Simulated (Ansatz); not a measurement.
**AlBFH3: up Jacob's ladder to CCSD(T)**

One table from this session's results is given with a row withheld; the runs are named, their logs left out.

Program: Ansatz 0.2.0, Gaussian basis. Level of theory: functionals in def2-TZVPP, the program's frozen cores in correlated methods. These are calculated values, not measurements.

Plan: LDA (SPW92), PBE-D4, revPBE-D4, BLYP-D4, r2SCAN-D4, B97M-V, PBE0-D4, B3LYP-D4, r2SCANh-D4, r2SCAN0-D4, HSE06-D4, BHLYP-D4, CAM-B3LYP-D4, LC-ωPBE, ωB97X-V, ωB97M-V, B2PLYP, PBE-QIDH; CCSD(T)/def2-SVP; CCSD(T)/def2-TZVPP; MP2/def2-QZVPP; extrapolation to the limit; RPA on PBE.

1 further run of the same task is left out (it didn't finish).

## The relaxed structure

All runs share one geometry, relaxed beforehand with PBE0-D4 in a triple-zeta def2 set.

SMILES `F[BH][AlH2]`, 6 atoms, charge 0, spin multiplicity 1.

Atoms are counted from 1 here; the program's logs count them from 0.

Bond lengths: F1–B2 1.329 Å, B2–Al3 2.161 Å, B2–H4 1.210 Å, Al3–H5 1.592 Å, Al3–H6 1.592 Å. Angles: F1–B2–Al3 120.8°, F1–B2–H4 114.2°, Al3–B2–H4 125.0°, B2–Al3–H5 120.9°, B2–Al3–H6 120.9°, H5–Al3–H6 118.1°.

The first run:

File in.yaml:

```yaml
crystal:
  periodic: [false, false, false]
  atoms:
    - {symbol: F, position_ang: [-0.478469, -2.079129, -0.109508]}
    - {symbol: B, position_ang: [-0.701468, -0.798004, -0.384108]}
    - {symbol: Al, position_ang: [0.643845, 0.736041, 0.326913]}
    - {symbol: H, position_ang: [-1.694497, -0.598876, -1.045531]}
    - {symbol: H, position_ang: [1.874388, 1.220452, -0.559820]}
    - {symbol: H, position_ang: [0.398301, 1.455515, 1.725856]}
basis:
  gaussian: {orbitals: def2-TZVPP}
hamiltonian: {xc: lda}
output: {orbitals: {seedname: orbitals}}
```

Run with:

```sh
ansatz run in.yaml --threads 2 --pin off --events-out ev --progress --plain --max-ram 4352MiB
```

Among the steps run: LDA; PBE-D4 (GGA); revPBE-D4 (GGA); BLYP-D4 (GGA); r2SCAN-D4 (meta-GGA); B97M-V (meta-GGA); B3LYP-D4 (hybrid); r2SCANh-D4 (hybrid); r2SCAN0-D4 (hybrid); HSE06-D4 (hybrid); BHLYP-D4 (hybrid); CAM-B3LYP-D4 (range-separated); LC-ωPBE (range-separated); ωB97X-V (range-separated); ωB97M-V (range-separated); B2PLYP (double hybrid); PBE-QIDH (double hybrid).

One table of the session follows, with a row left open; its other results are not shown here.

It belongs to the step «Frontier levels by functional». 

```
  functional  HOMO (eV)  LUMO (eV)  gap (eV)
 LDA (SPW92)      -6.15      -2.87      3.28
      PBE-D4      -6.07      -2.63      3.44
   revPBE-D4      -6.03      -2.52      3.51
     BLYP-D4      -5.98      -2.52      3.46
   r2SCAN-D4      -6.31      -2.31      4.00
      B97M-V      -6.38      -2.55      3.83
     PBE0-D4      -7.31      -1.86      5.46
    B3LYP-D4      -7.14      -2.07      5.06
  r2SCANh-D4      -6.77      -2.05      4.72
  r2SCAN0-D4      -7.47      -1.67      5.79
    HSE06-D4          ?          ?         ?
    BHLYP-D4      -8.49      -1.10      7.39
CAM-B3LYP-D4      -8.68      -0.94      7.74
     LC-ωPBE      -9.99       0.18     10.17
     ωB97X-V      -9.65       0.06      9.72
     ωB97M-V      -9.45      -0.25      9.20
```

**Question.** Estimate the row for HSE06-D4.

As computed: HOMO (eV): -6.91; LUMO (eV): -2.23; gap (eV): 4.69. In the column «HOMO (eV)» it lies between B3LYP-D4 (-7.14) and r2SCANh-D4 (-6.77).
